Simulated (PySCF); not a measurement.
## Cost of excited-state runs on `O=c1cc1C=S`, C$_{4}$H$_{2}$OS

Molfile (atoms numbered from 1):
```
C4H2OS
     RDKit          3D

  8  8  0  0  0  0  0  0  0  0999 V2000
   -1.5362    1.8994   -0.3821 O   0  0  0  0  0  0  0  0  0  0  0  0
   -1.1544    0.8014   -0.1630 C   0  0  0  0  0  0  0  0  0  0  0  0
   -1.2103   -0.5491    0.1834 C   0  0  0  0  0  0  0  0  0  0  0  0
    0.0380   -0.0997   -0.1024 C   0  0  0  0  0  0  0  0  0  0  0  0
    1.4259   -0.2082   -0.1352 C   0  0  0  0  0  0  0  0  0  0  0  0
    2.2921   -0.3612    1.2448 S   0  0  0  0  0  0  0  0  0  0  0  0
   -1.7755   -1.4224    0.4149 H   0  0  0  0  0  0  0  0  0  0  0  0
    1.9295   -0.0508   -1.0852 H   0  0  0  0  0  0  0  0  0  0  0  0
  1  2  2  0
  2  3  1  0
  3  4  2  0
  4  5  1  0
  5  6  2  0
  4  2  1  0
  3  7  1  0
  5  8  1  0
M  END
```

PySCF with density fitting, on 1 thread of an Arm Neoverse N1, shared host. Command: `OMP_NUM_THREADS=1 python excited_run.py task.json out`

(1) How long does each of these runs take, and how much memory?
- first hyperpolarisability, BHandHLYP/def2-SVPD; wavelengths [1064] nm
- excited states, CAM-B3LYP/def2-SVP; Tamm-Dancoff; spin-orbit couplings; 6 states; 5 triplets; quadratic response for 4 states
- excited states, LC-wPBE/def2-SVPD; two-photon moments; 6 states; quadratic response for 5 states; 0 triplets

## Answers

(1) 
```tsv
run	level	basis functions	wall time	peak memory (GiB)
first hyperpolarisability	BHandHLYP/def2-SVPD	146	18 s	0.56
excited states	CAM-B3LYP/def2-SVP	98	14 s	0.47
excited states	LC-wPBE/def2-SVPD	146	35 s	0.53
```
Times from a shared host are rough.
